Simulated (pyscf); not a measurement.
Thermochemistry of product channels of O=Si: [singlet] + HO–SiH₃ on the singlet surface, in kJ/mol, from CCSD(T)/def2-TZVPP + ΔMP2(QZVPP) energies (ideal gas, 1 atm, RRHO with modes under 100 cm⁻¹ raised to 100, one conformer, R ln 2 for chiral ones without a mode under 150 cm⁻¹). Optimised with ωB97X-D3(BJ)/def2-SVP in PySCF. Correlated levels are frozen-core, on RHF or UHF. ΔMP2 is the change of the MP2 total energy from the triple- to the quadruple-zeta basis.

```json
[
 {"products": "O=SiH–O–SiH₃", "ΔE": "-141.6", "ΔH(298 K)": "-141.7", "ΔG(298 K)": "-99.4", "ΔG(600 K)": "-57.1"},
 {"products": "HO–Si:–O–SiH₃ [singlet]", "ΔE": "-172.9", "ΔH(298 K)": "-168.1", "ΔG(298 K)": "-127.7", "ΔG(600 K)": "-87.6"}
]
```

The channel to O=SiH–O–SiH₃ turns unfavourable between 298 and 1200 K (ΔG from -99.4 kJ/mol to +23.4 kJ/mol).

These are energies of the channels, which say nothing of barriers. The CCSD(T) − MP2 part came from Ansatz, without density fitting, on the same reference.
